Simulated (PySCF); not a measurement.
Computed shifts of a molecule C4H8, PBE/pcSseg-1 (PySCF), GIAO, gas phase, atoms alike by connectivity averaged where their shifts nearly agree, in ppm (number of nuclei): ¹³C: 152.0 (1), 118.9 (1), 29.4 (2). ¹H: 5.28 (2), 2.07 (6). References: ¹³C against TMS (σ = 182.0 ppm); ¹H against TMS (σ = 31.49 ppm), references at their B3LYP-D3(BJ)/def2-TZVP geometries, non-relativistic. Geometry optimised at B3LYP-D3(BJ)/def2-SVP. One conformer was computed; it need not be the lowest.

Q: Identify the compound among the candidates.
(A) C=CCC
(B) CC1CC1
(C) C=C(C)C
(D) C/C=C\C

A: C, C=C(C)C
